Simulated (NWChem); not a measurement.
A series in which one site is exchanged, each optimised at PBE0/def2-SVP with NWChem, gas phase unless a solvent is named. Some are not confirmed as minima by frequencies. def2 effective core potentials on Bi; no spin-orbit coupling.

A: P (PH₃; site = P)
B: N (NH$_{3}$; site = N)
C: [BiH3] (BiH3; site = Bi)
D: [AsH3] (AsH3; site = As)

Question: Rank them by vertical ionisation energy, ΔSCF, B3LYP/def2-SVP (eV), lowest first.

Answer: C (10.09), D (10.50), A (10.57), B (10.76)
